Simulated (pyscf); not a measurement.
Optimised with ωB97X-D3(BJ)/def2-SVP in PySCF.

**Question.** For the elementary gas-phase step `[SiH3][Ga]=[AsH]` + `[H][H]` → `[SiH3][GaH][AsH2]` (singlet surface; H–H broken, Ga–H, As–H formed), what barrier and reaction energy does ωB97X-D3(BJ)/def2-TZVP give, measured from the separated reactants?

**Answer.** ΔE‡ = 1.20 eV, ΔE = -1.10 eV. ωB97M-D3(BJ)/def2-TZVP gives 1.11 eV and -1.08 eV. Zero-point energy shifts the barrier by +0.09 eV. It is an addition across a multiple bond or ene-type step, with an imaginary mode of 1444i cm⁻¹. At the saddle there is also a short Ga–H contact that neither side keeps. H₃Si–Ga=AsH lies 0.76 eV over its isomer H₃Si–AsH–Ga [singlet] (electronic energy, ωB97M-D3(BJ)/def2-TZVP). One saddle was located; it need not be the lowest between these sides. Elements up to Kr have no core potential and no relativistic terms here.
